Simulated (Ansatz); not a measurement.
# CH2SSi: one structure at several levels

How do the functionals fare away from a minimum? The structure is a structure displaced at random from a GFN2-xTB minimum.

Program: Ansatz 0.2.0, Gaussian basis. Level of theory: single points in def2-TZVPP. These are calculated values, not measurements.

Correlated methods freeze the cores.

### 1 The starting structure

SMILES `[SiH]#CS`, 5 atoms, charge 0, spin multiplicity 1.

Atoms are counted from 1 here; the program's logs count them from 0.

Bond lengths: Si1–C2 1.722 Å, Si1–H4 1.465 Å, C2–S3 1.784 Å, S3–H5 1.329 Å. Angles: C2–Si1–H4 176.0°, Si1–C2–S3 119.3°, C2–S3–H5 91.6°.

As a file:

```xyz
5
CH2SSi
Si   -1.3031    0.0260   -0.5098
C     0.0936    0.5134    0.3714
S     1.5463   -0.5223    0.3457
H    -2.5413   -0.3079   -1.2183
H     2.2013    0.3117    1.1471
```

### 2 CCSD(T)/def2-TZVPP

File run/in.yaml:

```yaml
crystal:
  periodic: [false, false, false]
  atoms:
    - {symbol: Si, position_ang: [-1.303100, 0.026000, -0.509800]}
    - {symbol: C, position_ang: [0.093600, 0.513400, 0.371400]}
    - {symbol: S, position_ang: [1.546300, -0.522300, 0.345700]}
    - {symbol: H, position_ang: [-2.541300, -0.307900, -1.218300]}
    - {symbol: H, position_ang: [2.201300, 0.311700, 1.147100]}
basis:
  gaussian: {orbitals: def2-TZVPP}
correlation: {method: ccsd_t}
output: {forces: true}
```

The command line of these runs was not kept.

### 3 PBE0-D4/def2-TZVPP

Changes to run/in.yaml since step 2:

```diff
@@ -10,3 +10,3 @@
   gaussian: {orbitals: def2-TZVPP}
-correlation: {method: ccsd_t}
-output: {forces: true}
+hamiltonian: {xc: pbe0, dispersion: d4}
+output: {forces: true, orbitals: {seedname: orbitals}}
```

### 4 wB97M-V/def2-TZVPP

Changes to run/in.yaml since step 3:

```diff
@@ -10,3 +10,3 @@
   gaussian: {orbitals: def2-TZVPP}
-hamiltonian: {xc: pbe0, dispersion: d4}
-output: {forces: true, orbitals: {seedname: orbitals}}
+hamiltonian: {xc: {name: wB97M-V}}
+output: {forces: true}
```

### 5 r2SCAN-D4/def2-TZVPP

Changes to run/in.yaml since step 4:

```diff
@@ -10,3 +10,3 @@
   gaussian: {orbitals: def2-TZVPP}
-hamiltonian: {xc: {name: wB97M-V}}
+hamiltonian: {xc: r2scan, dispersion: d4}
 output: {forces: true}
```

### 6 PBE-D4/def2-TZVPP

Changes to run/in.yaml since step 5:

```diff
@@ -10,3 +10,3 @@
   gaussian: {orbitals: def2-TZVPP}
-hamiltonian: {xc: r2scan, dispersion: d4}
+hamiltonian: {xc: pbe, dispersion: d4}
 output: {forces: true}
```

### 7 HSE06-D4/def2-TZVPP

Changes to run/in.yaml since step 6:

```diff
@@ -10,3 +10,3 @@
   gaussian: {orbitals: def2-TZVPP}
-hamiltonian: {xc: pbe, dispersion: d4}
+hamiltonian: {xc: hse06, dispersion: d4}
 output: {forces: true}
```

### 8 wB97X-V/def2-TZVPP

Changes to run/in.yaml since step 7:

```diff
@@ -10,3 +10,3 @@
   gaussian: {orbitals: def2-TZVPP}
-hamiltonian: {xc: hse06, dispersion: d4}
+hamiltonian: {xc: {name: wB97X-V}}
 output: {forces: true}
```

(Steps that only read results are left out.)

Q: Predict the outcome of this session. Wanted: energy less free atoms, CCSD(T)/def2-TZVPP; RMS force component; RMS force error; HOMO and LUMO, PBE0-D4; T1 diagnostic.

As calculated:

| quantity | value |
| --- | --- |
| energy less free atoms, CCSD(T)/def2-TZVPP | -307.3 kcal/mol |
| RMS force component | 0.813 to 1.153 eV/Å over the methods |
| RMS force error | PBE0-D4 0.306, wB97M-V 0.363, r2SCAN-D4 0.219, PBE-D4 0.231, HSE06-D4 0.298, wB97X-V 0.401 eV/Å |
| HOMO and LUMO, PBE0-D4 | -5.70 and -2.65 eV |
| T1 diagnostic | 0.041 |

Against CCSD(T) the functionals' energies less atoms differ by -28.0 to -4.6 kcal/mol, PBE-D4 by -28.0 kcal/mol. A larger basis would deepen the CCSD(T) value, while the functionals are nearly converged already, so the order here is not reliable. On forces the order runs from r2SCAN-D4 to wB97X-V. The T1 diagnostic is large here, over the usual mark for main-group molecules (transition-metal compounds often pass it harmlessly), so CCSD(T) itself may be off. The restricted Hartree–Fock reference is unstable towards an unrestricted one at one or more of these structures.
